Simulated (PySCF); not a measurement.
## Working out the ionisation energy of Li

Li [He] 2s1 (2S) → Li⁺ 1s2 (1S). All numbers are calculated (PySCF 2.14, the spin-free X2C one-electron Hamiltonian (Gaussian nucleus), in aug-cc-pCVQZ-DK (9s8p6d4f2g, 109 functions)). Frozen: nothing. Energies in hartree (1 hartree = 27.21139 eV):

```tsv
part	Li (lower)	Li⁺ (upper)
UHF	-7.433394	-7.237045
MP2 opposite-spin	-0.039032	-0.038136
MP2 same-spin	-0.000543	0.000000
```

Q: What does Hartree-Fock give?

A: (-7.237045) − (-7.433394) = 0.196349 hartree = 5.343 eV.

Q: What do MP2 and SCS-MP2 (6/5 opposite-spin, 1/3 same-spin) give?

A: The opposite-spin parts differ by 0.024 eV and the same-spin parts by 0.015 eV. MP2: 5.343 + (0.024) + (0.015) = 5.382 eV. SCS-MP2: 5.343 + 1.2 × (0.024) + (0.015)/3 = 5.377 eV.

Measured between the centres of the two terms (NIST): 5.392 eV, so MP2 (valence and next inner shell) is off by -0.010 eV.

What remains against the reference includes basis incompleteness and correlation beyond second order.
